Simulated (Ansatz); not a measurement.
Compare A (`[H]/N=C/C#C`) with its isomer B (`C=C=C=N`).

Computed with Ansatz on PBE0-D4/def2-TZVP structures; ΔE is electronic, products minus reactants. CCSD(T)/CBS is the MP2 limit (def2-TZVPP, def2-QZVPP) plus CCSD(T) − MP2 in def2-TZVPP, frozen cores. This one scheme is used for every species. Functionals use def2-TZVPP. B3LYP here is the variant with VWN-RPA as its local correlation; programs differ in this. Each species was taken in one conformer, which may not be the lowest.

A:

```xyz
7

H    -1.484   -0.202   -1.994
N    -0.553   -0.128   -1.585
C    -0.639   -0.053   -0.321
C     0.520    0.058    0.506
C     1.451    0.154    1.260
H    -1.588   -0.067    0.226
H     2.291    0.238    1.908
```

B:

```xyz
7

C    -0.5518    1.2838    0.6814
C    -0.0921    0.1562    0.2008
C     0.3572   -0.9157   -0.3140
N     0.7833   -2.0122   -0.6800
H    -0.8070    1.3931    1.7333
H    -0.6982    2.1589    0.0518
H     1.0086   -2.0640   -1.6733
```

Which isomer does CCSD(T)/CBS put lower? Give the gap. (Estimate.)

The calculation gave: A, by 22.5 kJ/mol.

Give E(B) − E(A) in kJ/mol with r2SCAN-D4, CCSD/def2-TZVPP, BLYP-D4, MP2/def2-TZVPP, PBE-D4, B3LYP, ωB97M-V. (Best estimate.)

Ansatz gave: r2SCAN-D4 -11.5, CCSD/def2-TZVPP 26.2, BLYP-D4 -11.8, MP2/def2-TZVPP 29.1, PBE-D4 -16.0, B3LYP -3.6, ωB97M-V 13.7. The order is the other way round with r2SCAN-D4, BLYP-D4, PBE-D4, B3LYP.

Does the order hold for the free energy at 298.15 K (harmonic terms from PBE0-D4)? (Best estimate.)

Computed: Yes: G(B) − G(A) = +19.7 kJ/mol, for one conformer each.

Largest T1 diagnostic: 0.016.

From PBE to PBE0 (25 % exact exchange), in def2-TZVPP and without D4, E(B) − E(A) moves by +12.2 kJ/mol. Leaving LDA and LC-ωPBE aside and taking each functional with its dispersion term where it has one, the values, not all of them listed here, spread over 30.4 kJ/mol, from PBE-D4 to PBE-QIDH. LDA lies −5.2 kJ/mol from PBE without D4.
